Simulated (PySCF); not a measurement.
# Frontier orbitals and the lowest excitations

Species: 2,3-diazabutadiene, C2H4N2.
Geometry (GFN2-xTB, Å), atoms numbered from 1 in this order:
```xyz
8
C2H4N2 angstrom
C      1.6444   -0.1120    0.3835
N      0.6004    0.5516    0.1404
N     -0.5617    0.2020   -0.2280
C     -1.6438    0.0786    0.4075
H      2.5625    0.4348    0.5159
H      1.6722   -1.1960    0.4639
H     -1.7203    0.1156    1.4914
H     -2.5445   -0.0653   -0.1642
```

Method: TDDFT CAM-B3LYP/def2-SVPD, vertical, gas phase, core orbitals frozen in the response in PySCF.

Kohn–Sham orbitals with the atoms that hold most of them (Löwdin shares over 4%, at most four atoms; ? is withheld):

| orbital | ε (eV) | atoms |
| --- | --- | --- |
| LUMO+2 | 1.72 | C1 28%, C4 28%, H6 9%, H7 9% |
| LUMO+1 | 1.04 | N3 21%, N2 21%, C4 20%, C1 20% |
| LUMO | 0.54 | ? |
| HOMO | -8.42 | N2 29%, N3 28%, C4 17%, C1 16% |
| HOMO-1 | -8.59 | ? |
| HOMO-2 | -11.92 | N2 22%, N3 22%, C4 18%, C1 18% |
| HOMO-3 | -12.74 | N3 22%, N2 22%, C4 18%, C1 18% |

Task: Give the leading atoms of the HOMO-1.

Result: N3 (bonded to C and N) 30%; N2 (bonded to C and N) 29%; C1 (bonded to N and 2 H) 15%; C4 (bonded to N and 2 H) 14%. By element: nitrogen 59%, carbon 30%.

Task: Give the leading atoms of the LUMO.

Result: N2 (bonded to C and N) 21%; N3 (bonded to C and N) 21%; C1 (bonded to N and 2 H) 19%; C4 (bonded to N and 2 H) 19%. By element: nitrogen 43%, carbon 39%.

Task: The HOMO–LUMO gap is 8.95 eV. Where does the response calculation put the lowest singlet, and from which orbitals?

Result: S1 is at 4.90 eV (f = 0.013), 4.06 eV below the gap, made of HOMO→LUMO (65%), HOMO-1→LUMO+1 (31%). 

Next come S2 at 5.03 eV (f 0.0001), HOMO-1→LUMO (66%), HOMO→LUMO+1 (29%); S3 at 6.21 eV (f 0.019), HOMO→LUMO+1 (65%), HOMO-1→LUMO (30%); S4 at 6.55 eV (f 0.607), HOMO-1→LUMO+1 (60%), HOMO→LUMO (32%); S5 at 7.17 eV (f 0.106), HOMO→LUMO+2 (91%).

One conformer stands for the species.
